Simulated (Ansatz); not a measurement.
**How far each method lies from RCCSDT(Q) for HSi–NH2, singlet**

Geometry: a point of a stretch scan, not a stationary point.

```
atom   x (Å)    y (Å)    z (Å)
  Si  0.0000  -0.0942   0.6226
   N  0.0000   0.0364  -1.0794
   H  0.0000   2.0056   0.9357
   H  0.0000   0.8921  -1.6120
   H  0.0000  -0.7787  -1.6729
```

Basis cc-pVDZ; Ansatz 0.2.0. Correlated methods freeze the noble-gas cores, which leaves 12 electrons in 41 orbitals. Prefix R: restricted or restricted open-shell reference. Active spaces: pair = (2e, 2o) about the gap.

Full CI isn't at hand for all of this; RCCSDT(Q) serves as the reference, and is uncertain by about the last step of the cluster series.

```
UHF ⟨S²⟩                          : 0.000
T1 diagnostic (RCCSD)             : 0.0213
largest doubles amplitude (RCCSD) : 0.131
```

| level | E − E(RHF) (eV) |
| --- | --- |
| RMP2 | -7.1540 |
| RCCSD | -8.0609 |
| RCCSD(T) | -8.3084 |

Task: Estimate how far RCCSDT(Q) in cc-pVDZ lies from RCCSD(T). The table doesn't fix it; the size of (T) and the diagnostics are the guide.

Result: RCCSDT(Q) in cc-pVDZ lies 1.77 mEh below RCCSD(T), which is 19 % of the (T) step (-9.10 mEh). T1 is raised, a doubles amplitude is large, but (T) still catches most of what CCSD lacks. The miss exceeds 1 kcal/mol.

The other levels:

```json
{"level": "CISD", "E − E(RCCSDT(Q)) (mEh)": "39.65", "share of correlation (%)": "87.09", "wall time": "0.99 s"}
{"level": "BCCD(T)", "E − E(RCCSDT(Q)) (mEh)": "1.72", "share of correlation (%)": "99.44", "wall time": "0.72 s"}
{"level": "RCCSDT", "E − E(RCCSDT(Q)) (mEh)": "0.79", "share of correlation (%)": "99.74", "wall time": "–"}
{"level": "CASSCF (pair space)", "E − E(RCCSDT(Q)) (mEh)": "281.52", "share of correlation (%)": "8.33", "wall time": "–"}
{"level": "NEVPT2 (pair space)", "E − E(RCCSDT(Q)) (mEh)": "37.33", "share of correlation (%)": "87.84", "wall time": "0.87 s"}
{"level": "MRCISD (pair space)", "E − E(RCCSDT(Q)) (mEh)": "31.21", "share of correlation (%)": "89.84", "wall time": "–"}
{"level": "MRCISD+Q (pair space)", "E − E(RCCSDT(Q)) (mEh)": "4.77", "share of correlation (%)": "98.45", "wall time": "1.4 s"}
```

The correlation energy at RCCSDT(Q), counted from RHF, is -8.357 eV. That run took 9 s on 1 thread of Arm Neoverse V1, shared host.

Times hold each run's SCF and search for its determinant on a shared host, so for small cases they say little of a method's own cost; they ran on 1 thread of Arm Neoverse V1.
